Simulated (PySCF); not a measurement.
Record of a relaxation.

Compound: C2HFN2S.
SMILES with atom numbers: `[F:1][c:2]1[n:3][n:4][cH:5][s:6]1` (hydrogens: H7 on C5)

Computed by this run: PySCF 2.14.0, PBE0/def2-SVPD geometry optimisation, gas phase; density fitting, grid level 1; the optimiser is geomeTRIC in internal coordinates, started from a GFN2-xTB structure. The frame can shift and turn from step to step; on so coarse a grid that alone can change the energy by a few meV, and forces under 0.02 eV/Å are noise.

Step 0: E = -18600.0796 eV, largest atomic force 1.264 eV/Å
```
atom  x, y, z in Å  |  force x, y, z in eV/Å
F1      2.373    0.340    0.631   -0.112  -0.064  -0.016
C2      1.110    0.089    0.401   -0.020   0.610  -0.168
N3      0.562   -1.053    0.574    1.198  -0.211   0.343
N4     -0.726   -1.051    0.271   -0.851  -0.744  -0.006
C5     -1.165    0.081   -0.132    0.144   0.713  -0.154
S6      0.032    1.344   -0.185    0.306  -0.437   0.191
H7     -2.183    0.254   -0.417   -0.666   0.133  -0.190
```

Step 1: E = -18600.1165 eV, largest atomic force 0.148 eV/Å
```
atom  x, y, z in Å  |  force x, y, z in eV/Å
F1      2.414    0.362    0.421    0.009   0.048  -0.009
C2      1.147    0.130    0.201    0.080  -0.115   0.049
N3      0.605   -1.019    0.383   -0.071  -0.017  -0.022
N4     -0.712   -1.007    0.081    0.042  -0.019   0.021
C5     -1.136    0.146   -0.319   -0.046   0.020  -0.015
S6      0.091    1.377   -0.364   -0.063   0.066  -0.036
H7     -2.170    0.341   -0.606    0.049   0.017   0.013
```

Step 2: E = -18600.1168 eV, largest atomic force 0.058 eV/Å
```
atom  x, y, z in Å  |  force x, y, z in eV/Å
F1      2.415    0.364    0.420   -0.012  -0.056   0.005
C2      1.150    0.122    0.201   -0.046  -0.008  -0.014
N3      0.601   -1.025    0.380    0.046   0.016   0.014
N4     -0.717   -1.007    0.081    0.026  -0.016   0.007
C5     -1.136    0.149   -0.318    0.020   0.026  -0.006
S6      0.095    1.375   -0.365   -0.034   0.031  -0.009
H7     -2.168    0.351   -0.602    0.001   0.006   0.002
```

Step 3: E = -18600.1171 eV, largest atomic force 0.035 eV/Å
```
atom  x, y, z in Å  |  force x, y, z in eV/Å
F1      2.415    0.354    0.418   -0.003  -0.011  -0.004
C2      1.149    0.120    0.200    0.017   0.003   0.003
N3      0.599   -1.026    0.379    0.009   0.033  -0.005
N4     -0.718   -1.005    0.081   -0.016   0.007  -0.008
C5     -1.135    0.153   -0.317   -0.006  -0.005   0.004
S6      0.096    1.377   -0.365    0.015  -0.030   0.012
H7     -2.167    0.357   -0.600   -0.016   0.003  -0.002
```

Step 4: E = -18600.1171 eV, largest atomic force 0.023 eV/Å
```
atom  x, y, z in Å  |  force x, y, z in eV/Å
F1      2.418    0.344    0.415   -0.003   0.005  -0.004
C2      1.150    0.117    0.199    0.009   0.008   0.000
N3      0.597   -1.027    0.379   -0.019  -0.003  -0.011
N4     -0.721   -1.002    0.081   -0.017  -0.002   0.001
C5     -1.136    0.157   -0.316    0.020  -0.007   0.010
S6      0.099    1.377   -0.362    0.015  -0.004   0.002
H7     -2.167    0.364   -0.598   -0.004   0.003   0.002
```

Q: Summarise the path.

A: The energy falls by 0.0375 eV from step 0 to step 4; nine tenths of that is first reached at step 1. It falls at every step. The largest force goes from 1.264 to 0.023 eV/Å. Among the bonds N3–N4 changes most, from 1.322 to 1.351 Å; the atoms move by 0.016 Å rms after alignment.

Q: Follow the three bonds and two angles with the largest change from start to end.

A: 
```tsv
step	E above end (eV)	largest force (eV/Å)	N3–N4 (Å)	C2–S6 (Å)	C5–H7 (Å)	C2–S6–C5 (°)	F1–C2–N3 (°)
0	0.0375	1.264	1.322	1.755	1.071	83.9	124.2
1	0.0006	0.148	1.352	1.729	1.091	84.9	123.0
2	0.0003	0.058	1.351	1.733	1.089	85.0	123.8
3	0.0001	0.035	1.351	1.734	1.089	84.8	123.5
4	0.0000	0.023	1.351	1.734	1.089	84.9	123.4
```

The cost below is that of the whole optimisation. The run took 18 s wall on one thread of an Arm Neoverse V1, no GPU, on a shared host, and the process peaked at 0.53 GiB of memory.
